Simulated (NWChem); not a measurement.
The numbers come from NWChem runs, not from measurements. System: C2H3N, charge -1, spin multiplicity 2, at the geometry of a parent with another charge or spin, in a state set for the comparison that need not be this species' ground state. Its SCF solution wasn't tested for a lower state.

Input file:

```
start mol
memory heap 200 mb stack 900 mb global 1100 mb
charge -1
geometry units angstroms nocenter noautoz
  C      0.009633    -1.174896     0.000000
  C     -0.002296     0.278262     0.000000
  N     -0.011758     1.435113     0.000000
  H     -0.502914    -1.559572     0.893205
  H     -0.502914    -1.559572    -0.893205
  H      1.044111    -1.546842     0.000000
  symmetry group Cs
end
basis spherical
  * library def2-tzvpd
end
dft
  xc xtpss03 ctpss03
  odft
  mult 2
  semidirect memsize 60000000 filesize 0
  iterations 100
  grid fine
end
task dft energy
```

The output up to the point where the run's verdict is printed (cleaned and shortened):

```
             Northwest Computational Chemistry Package (NWChem) 7.3.0
             --------------------------------------------------------

                                NWChem Input Module
                                -------------------

 Scaling coordinates for geometry "geometry" by  1.889725989
 (inverse scale =  0.529177249)

 Turning off AUTOSYM since
 SYMMETRY directive was detected!

                             Geometry "geometry" -> ""
                             -------------------------

 Output coordinates in angstroms (scale by  1.889725989 to convert to a.u.)

  No.       Tag          Charge          X              Y              Z
 ---- ---------------- ---------- -------------- -------------- --------------
    1 C                    6.0000     0.00963300    -1.17489600     0.00000000
    2 C                    6.0000    -0.00229600     0.27826200     0.00000000
    3 N                    7.0000    -0.01175800     1.43511300     0.00000000
    4 H                    1.0000    -0.50291400    -1.55957200     0.89320500
    5 H                    1.0000    -0.50291400    -1.55957200    -0.89320500
    6 H                    1.0000     1.04411100    -1.54684200     0.00000000

 Effective nuclear repulsion energy (a.u.)      58.4295767794

            Nuclear Dipole moment (a.u.)
            ----------------------------
        X                 Y               Z
 ---------------- ---------------- ----------------
    -0.0000018897     0.0000018897     0.0000000000

      Symmetry information
      --------------------

 Group name             Cs
 Group number              2
 Group order               2
 No. of unique centers     5

      Symmetry unique atoms

     1    2    3    4    6


 Summary of "ao basis" -> "" (spherical)
 ------------------------------------------------------------------------------
       Tag                 Description            Shells   Functions and Types
 ---------------- ------------------------------  ------  ---------------------
 *                         def2-tzvpd                 on all atoms

                                 NWChem DFT Module
[...]
 d= 0,ls=0.5,diis    75   -132.7408885869 -5.64D-08  1.50D-04  3.25D-07    83.0
                                                     1.65D-07  2.37D-07
 d= 0,ls=0.5,diis    76   -132.7408886406 -5.37D-08  1.46D-04  2.81D-07    84.1
                                                     5.38D-07  2.05D-07
 d= 0,ls=0.5,diis    77   -132.7408886972 -5.66D-08  1.46D-04  2.29D-07    85.1
                                                     3.32D-07  1.66D-07
 d= 0,ls=0.5,diis    78   -132.7408887464 -4.92D-08  1.53D-04  1.84D-07    86.2
                                                     6.74D-07  1.32D-07
 d= 0,ls=0.5,diis    79   -132.7408887956 -4.92D-08  1.48D-04  1.37D-07    87.3
                                                     3.69D-07  9.52D-08
 d= 0,ls=0.5,diis    80   -132.7408888335 -3.79D-08  1.42D-04  1.03D-07    88.4
                                                     2.52D-07  7.01D-08
 d= 0,ls=0.5,diis    81   -132.7408888611 -2.76D-08  1.22D-04  8.14D-08    89.6
                                                     2.57D-07  5.53D-08
 d= 0,ls=0.5,diis    82   -132.7408888786 -1.75D-08  1.07D-04  7.14D-08    90.6
                                                     1.32D-07  4.95D-08
 d= 0,ls=0.5,diis    83   -132.7408888940 -1.54D-08  9.71D-05  6.19D-08    91.7
                                                     4.11D-07  4.30D-08
 d= 0,ls=0.5,diis    84   -132.7408889060 -1.20D-08  8.67D-05  5.48D-08    92.8
                                                     3.38D-07  3.87D-08
 d= 0,ls=0.5,diis    85   -132.7408889162 -1.03D-08  7.98D-05  4.84D-08    93.9
                                                     9.83D-08  3.44D-08
 d= 0,ls=0.5,diis    86   -132.7408889260 -9.79D-09  7.48D-05  4.14D-08    95.0
                                                     2.42D-07  2.94D-08
 d= 0,ls=0.5,diis    87   -132.7408889350 -8.97D-09  7.04D-05  3.48D-08    96.1
                                                     1.91D-07  2.46D-08
 d= 0,ls=0.5,diis    88   -132.7408889431 -8.11D-09  6.39D-05  2.85D-08    97.2
                                                     2.05D-07  1.98D-08
 d= 0,ls=0.5,diis    89   -132.7408889493 -6.25D-09  5.92D-05  2.41D-08    98.3
                                                     8.70D-08  1.67D-08
 d= 0,ls=0.5,diis    90   -132.7408889543 -4.95D-09  5.55D-05  2.08D-08    99.4
                                                     7.78D-08  1.44D-08
 d= 0,ls=0.5,diis    91   -132.7408889584 -4.13D-09  4.95D-05  1.81D-08   100.5
                                                     1.48D-07  1.25D-08
 d= 0,ls=0.5,diis    92   -132.7408889619 -3.54D-09  4.65D-05  1.56D-08   101.6
                                                     1.92D-07  1.07D-08
 d= 0,ls=0.5,diis    93   -132.7408889656 -3.67D-09  4.29D-05  1.26D-08   102.7
                                                     6.68D-08  8.51D-09
 d= 0,ls=0.5,diis    94   -132.7408889685 -2.90D-09  3.93D-05  1.04D-08   103.8
                                                     3.04D-08  6.95D-09
 d= 0,ls=0.5,diis    95   -132.7408889709 -2.36D-09  3.66D-05  8.79D-09   104.9
                                                     3.64D-08  5.77D-09
 d= 0,ls=0.5,diis    96   -132.7408889729 -2.03D-09  3.31D-05  7.31D-09   106.0
                                                     6.23D-08  4.77D-09
 d= 0,ls=0.5,diis    97   -132.7408889748 -1.87D-09  2.97D-05  5.89D-09   107.1
                                                     4.39D-08  3.80D-09
 d= 0,ls=0.5,diis    98   -132.7408889762 -1.41D-09  2.73D-05  4.91D-09   108.2
                                                     3.54D-08  3.16D-09
 d= 0,ls=0.5,diis    99   -132.7408889773 -1.13D-09  2.48D-05  4.16D-09   109.3
                                                     3.62D-08  2.70D-09
 d= 0,ls=0.5,diis   100   -132.7408889782 -9.06D-10  2.20D-05  3.60D-09   110.4
                                                     4.55D-08  2.35D-09
```

The run did not converge; its last values are not results. The next line reads: Calculation failed to converge. NWChem stopped with the message: dft energy failed.
